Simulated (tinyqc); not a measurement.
Inside a calculation (part 2 of 2). Method: RHF in the sto-3g basis, for H2O, spin multiplicity 1. Computed by tinyqc, a small Python program that keeps every step (integrals from PySCF). Command: `OMP_NUM_THREADS=1 python tinyqc.py 23795 23796 out.jsonl` (the two numbers bound the seeds that draw the settings). One thread of a shared host (Intel(R) Xeon(R) Processor @ 2.60GHz), about 0.06 s of CPU time with the checks.

Geometry (angstrom):
```
atom         x          y         z
O     0.000000   0.000000  0.000000
H     0.000000   0.913000  0.742000
H     0.000000  -0.913000  0.742000
```

## Iteration 2: diagonalisation and new density

extrapolated F (hartree), order 1O 1s, 1O 2s, 1O 2px, 1O 2py, 1O 2pz, 2H 1s, 3H 1s:
$$\begin{pmatrix}
-20.296081 & -5.175216 & 0.000000 & 0.000000 & -0.029230 & -0.713835 & -0.713835 \\
-5.175216 & -2.387010 & 0.000000 & 0.000000 & -0.046413 & -0.715479 & -0.715479 \\
0.000000 & 0.000000 & -0.398346 & 0.000000 & 0.000000 & 0.000000 & 0.000000 \\
0.000000 & 0.000000 & 0.000000 & -0.209877 & 0.000000 & -0.334088 & 0.334088 \\
-0.029230 & -0.046413 & 0.000000 & 0.000000 & -0.278312 & -0.301094 & -0.301094 \\
-0.713835 & -0.715479 & 0.000000 & -0.334088 & -0.301094 & -0.370703 & -0.212875 \\
-0.713835 & -0.715479 & 0.000000 & 0.334088 & -0.301094 & -0.212875 & -0.370703
\end{pmatrix}$$

X, order 1O 1s, 1O 2s, 1O 2px, 1O 2py, 1O 2pz, 2H 1s, 3H 1s:
$$\begin{pmatrix}
-0.372136 & 0.000000 & 0.715877 & 0.000000 & 0.614672 & 0.000000 & 0.192443 \\
0.983394 & 0.000000 & -0.294907 & 0.000000 & 0.317069 & 0.000000 & 0.453661 \\
0.000000 & 0.000000 & 0.000000 & 1.000000 & 0.000000 & 0.000000 & 0.000000 \\
0.000000 & 0.824223 & 0.000000 & 0.000000 & 0.000000 & 0.693889 & 0.000000 \\
0.465556 & 0.000000 & 0.672903 & 0.000000 & -0.610857 & 0.000000 & 0.221600 \\
-0.615891 & -0.732514 & -0.197389 & 0.000000 & -0.163443 & 0.390381 & 0.387796 \\
-0.615891 & 0.732514 & -0.197389 & 0.000000 & -0.163443 & -0.390381 & 0.387796
\end{pmatrix}$$

Diagonalise F' = X^T F X, C = X C', fill 5 alpha and 5 beta electrons from the bottom; D = 2 C_occ C_occ^T. Each column has its largest component positive (the first on a tie).

F' = X^T F X (hartree):
$$\begin{pmatrix}
-0.442452 & 0.000000 & 2.479473 & 0.000000 & 2.130706 & 0.000000 & 0.715648 \\
0.000000 & 0.494876 & 0.000000 & 0.000000 & 0.000000 & 0.094862 & 0.000000 \\
2.479473 & 0.000000 & -8.208164 & 0.000000 & -8.530605 & 0.000000 & -4.016608 \\
0.000000 & 0.000000 & 0.000000 & -0.398346 & 0.000000 & 0.000000 & 0.000000 \\
2.130706 & 0.000000 & -8.530605 & 0.000000 & -9.705686 & 0.000000 & -4.583148 \\
0.000000 & 0.094862 & 0.000000 & 0.000000 & 0.000000 & -0.511150 & 0.000000 \\
0.715648 & 0.000000 & -4.016608 & 0.000000 & -4.583148 & 0.000000 & -3.167645
\end{pmatrix}$$

orbital energies (hartree): MO1 -20.304319, MO2 -1.182248, MO3 -0.520017, MO4 -0.442448, MO5 -0.398346, MO6 0.405068, MO7 0.503743

coefficients C, order 1O 1s, 1O 2s, 1O 2px, 1O 2py, 1O 2pz, 2H 1s, 3H 1s:
$$\begin{pmatrix}
0.994520 & -0.239665 & 0.000000 & 0.087005 & 0.000000 & -0.108364 & 0.000000 \\
0.023368 & 0.893536 & 0.000000 & -0.436025 & 0.000000 & 0.609347 & 0.000000 \\
0.000000 & 0.000000 & 0.000000 & 0.000000 & 1.000000 & 0.000000 & 0.000000 \\
0.000000 & 0.000000 & 0.614172 & 0.000000 & 0.000000 & 0.000000 & 0.885222 \\
0.003021 & 0.061267 & 0.000000 & 0.753091 & 0.000000 & 0.721724 & 0.000000 \\
-0.004116 & 0.151590 & 0.456858 & 0.329796 & 0.000000 & -0.680897 & -0.693004 \\
-0.004116 & 0.151590 & -0.456858 & 0.329796 & 0.000000 & -0.680897 & 0.693004
\end{pmatrix}$$

D after iteration 2, order 1O 1s, 1O 2s, 1O 2px, 1O 2py, 1O 2pz, 2H 1s, 3H 1s:
$$\begin{pmatrix}
2.108158 & -0.457691 & 0.000000 & 0.000000 & 0.107686 & -0.023461 & -0.023461 \\
-0.457691 & 1.978143 & 0.000000 & 0.000000 & -0.547103 & -0.016888 & -0.016888 \\
0.000000 & 0.000000 & 2.000000 & 0.000000 & 0.000000 & 0.000000 & 0.000000 \\
0.000000 & 0.000000 & 0.000000 & 0.754415 & 0.000000 & 0.561179 & -0.561179 \\
0.107686 & -0.547103 & 0.000000 & 0.000000 & 1.141817 & 0.515282 & 0.515282 \\
-0.023461 & -0.016888 & 0.000000 & 0.561179 & 0.515282 & 0.680961 & -0.153915 \\
-0.023461 & -0.016888 & 0.000000 & -0.561179 & 0.515282 & -0.153915 & 0.680961
\end{pmatrix}$$

## Iteration 8 (converged): orbitals

converged F (hartree), order 1O 1s, 1O 2s, 1O 2px, 1O 2py, 1O 2pz, 2H 1s, 3H 1s:
$$\begin{pmatrix}
-20.269028 & -5.165325 & 0.000000 & 0.000000 & -0.023475 & -0.713243 & -0.713243 \\
-5.165325 & -2.400569 & 0.000000 & 0.000000 & -0.054723 & -0.702159 & -0.702159 \\
0.000000 & 0.000000 & -0.390005 & 0.000000 & 0.000000 & 0.000000 & 0.000000 \\
0.000000 & 0.000000 & 0.000000 & -0.202446 & 0.000000 & -0.332984 & 0.332984 \\
-0.023475 & -0.054723 & 0.000000 & 0.000000 & -0.243915 & -0.308249 & -0.308249 \\
-0.713243 & -0.702159 & 0.000000 & -0.332984 & -0.308249 & -0.355526 & -0.205195 \\
-0.713243 & -0.702159 & 0.000000 & 0.332984 & -0.308249 & -0.205195 & -0.355526
\end{pmatrix}$$

As before.

F' = X^T F X (hartree):
$$\begin{pmatrix}
-0.467385 & 0.000000 & 2.503177 & 0.000000 & 2.112486 & 0.000000 & 0.698743 \\
0.000000 & 0.505304 & 0.000000 & 0.000000 & 0.000000 & 0.094413 & 0.000000 \\
2.503177 & 0.000000 & -8.166888 & 0.000000 & -8.533868 & 0.000000 & -4.015379 \\
0.000000 & 0.000000 & 0.000000 & -0.390005 & 0.000000 & 0.000000 & 0.000000 \\
2.112486 & 0.000000 & -8.533868 & 0.000000 & -9.685875 & 0.000000 & -4.578810 \\
0.000000 & 0.094413 & 0.000000 & 0.000000 & 0.000000 & -0.504091 & 0.000000 \\
0.698743 & 0.000000 & -4.015379 & 0.000000 & -4.578810 & 0.000000 & -3.153233
\end{pmatrix}$$

orbital energies (hartree): MO1 -20.277092, MO2 -1.189587, MO3 -0.512846, MO4 -0.430426, MO5 -0.390005, MO6 0.423723, MO7 0.514059

coefficients C, order 1O 1s, 1O 2s, 1O 2px, 1O 2py, 1O 2pz, 2H 1s, 3H 1s:
$$\begin{pmatrix}
0.994568 & -0.242735 & 0.000000 & 0.087762 & 0.000000 & -0.100169 & 0.000000 \\
0.023148 & 0.911071 & 0.000000 & -0.445007 & 0.000000 & 0.575984 & 0.000000 \\
0.000000 & 0.000000 & 0.000000 & 0.000000 & 1.000000 & 0.000000 & 0.000000 \\
0.000000 & 0.000000 & 0.614822 & 0.000000 & 0.000000 & 0.000000 & 0.884771 \\
0.002694 & 0.067782 & 0.000000 & 0.729562 & 0.000000 & 0.744937 & 0.000000 \\
-0.003995 & 0.133473 & 0.456349 & 0.353891 & 0.000000 & -0.672542 & -0.693339 \\
-0.003995 & 0.133473 & -0.456349 & 0.353891 & 0.000000 & -0.672542 & 0.693339
\end{pmatrix}$$

D after iteration 8, order 1O 1s, 1O 2s, 1O 2px, 1O 2py, 1O 2pz, 2H 1s, 3H 1s:
$$\begin{pmatrix}
2.111576 & -0.474362 & 0.000000 & 0.000000 & 0.100508 & -0.010628 & -0.010628 \\
-0.474362 & 2.057233 & 0.000000 & 0.000000 & -0.525687 & -0.071946 & -0.071946 \\
0.000000 & 0.000000 & 2.000000 & 0.000000 & 0.000000 & 0.000000 & 0.000000 \\
0.000000 & 0.000000 & 0.000000 & 0.756011 & 0.000000 & 0.561147 & -0.561147 \\
0.100508 & -0.525687 & 0.000000 & 0.000000 & 1.073726 & 0.534444 & 0.534444 \\
-0.010628 & -0.071946 & 0.000000 & 0.561147 & 0.534444 & 0.702650 & -0.130368 \\
-0.010628 & -0.071946 & 0.000000 & -0.561147 & 0.534444 & -0.130368 & 0.702650
\end{pmatrix}$$

## Convergence

Stop when the energy changes by less than 1e-09 hartree and every element of the error matrix X^T (F D S - S D F) X is below 9e-06.

Course of the cycle:
```
iteration   E (hartree)     change  largest element of the error matrix
1          -74.37951880          -                             7.02e-01
2          -74.88552381  -5.06e-01                             1.77e-01
3          -74.90690613  -2.14e-02                             4.84e-02
4          -74.90893242  -2.03e-03                             9.74e-03
5          -74.90903429  -1.02e-04                             2.55e-03
6          -74.90905337  -1.91e-05                             6.05e-05
7          -74.90905337  -3.40e-09                             5.99e-07
8          -74.90905337  -1.85e-13                             1.25e-07
```

PySCF RHF in the same basis = -74.90905337 hartree

Converged in 8 iterations.

## Populations, bond orders and dipole

overlap S, order 1O 1s, 1O 2s, 1O 2px, 1O 2py, 1O 2pz, 2H 1s, 3H 1s:
$$\begin{pmatrix}
1.000000 & 0.236704 & 0.000000 & 0.000000 & 0.000000 & 0.032042 & 0.032042 \\
0.236704 & 1.000000 & 0.000000 & 0.000000 & 0.000000 & 0.343189 & 0.343189 \\
0.000000 & 0.000000 & 1.000000 & 0.000000 & 0.000000 & 0.000000 & 0.000000 \\
0.000000 & 0.000000 & 0.000000 & 1.000000 & 0.000000 & 0.241572 & -0.241572 \\
0.000000 & 0.000000 & 0.000000 & 0.000000 & 1.000000 & 0.196327 & 0.196327 \\
0.032042 & 0.343189 & 0.000000 & 0.241572 & 0.196327 & 1.000000 & 0.157569 \\
0.032042 & 0.343189 & 0.000000 & -0.241572 & 0.196327 & 0.157569 & 1.000000
\end{pmatrix}$$

Mulliken: Z minus the diagonal of D S on the atom; Loewdin: the same with S^(1/2) D S^(1/2); Mayer order: 2 sum_s sum (D(s) S)_ij (D(s) S)_ji over the two atoms.

Charges (e):
```
atom   Mulliken    Loewdin
1O    -0.204882  -0.152260
2H     0.102441   0.076130
3H     0.102441   0.076130
```

Mayer bond orders:
```
pair     order
2-1   0.983833
3-1   0.983833
3-2   0.005672
```

dipole moment about the origin, x y z (debye): [0.000000, 0.000000, 1.437337]
